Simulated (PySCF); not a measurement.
C6H10.
SMILES: `C=C[C@@H]1C[C@H]1C`

Torsions of this conformer, `[CH2:1]=[CH:2][C@@H:3]1[CH2:4][C@H:5]1[CH3:6]`: C1–C2–C3–C4 85°.

The closed-shell ground state was solved at several levels (PySCF, density fitting, gas phase, non-relativistic). Isolated species at its PBE0-D3(BJ)/def2-SVP geometry (one conformer only).

```
         level  basis functions  HOMO (eV)  LUMO (eV)  gap (eV)  dipole (D)
PBE0/def2-SVPD              200      -7.06       0.24      7.30        0.45
 PBE0/pcSseg-2              356      -7.04       0.19      7.23        0.47
 PBE0/pcSseg-1              152      -7.04       0.36      7.40        0.45
```

(1) What might B3LYP/pcJ-1 (262 basis functions) give for the same quantities?

(2) Over all these levels, which gives the widest orbital gap and which the narrowest?

(3) How much does the basis alone move the frontier levels among the 3 PBE0 rows?

(4) How far do the dipole and the HOMO energy spread over the levels?

## Answers

(1) HOMO -6.80 eV, LUMO 0.14 eV, gap 6.94 eV, dipole 0.43 D.

(2) PBE0/pcSseg-1 (global hybrid, 25 % exact exchange) has the widest, 7.40 eV, and B3LYP/pcJ-1 (global hybrid, 20 % exact exchange) the narrowest, 6.94 eV. Functional and basis both differ between the two, so the spread mixes both effects.

(3) The HOMO by 0.02 eV and the LUMO by 0.17 eV. By rising basis size (HOMO, LUMO in eV): pcSseg-1 -7.04, 0.36; def2-SVPD -7.06, 0.24; pcSseg-2 -7.04, 0.19.

(4) The dipole runs from 0.43 to 0.47 D (mean 0.45 D) and the HOMO from -7.06 to -6.80 eV.
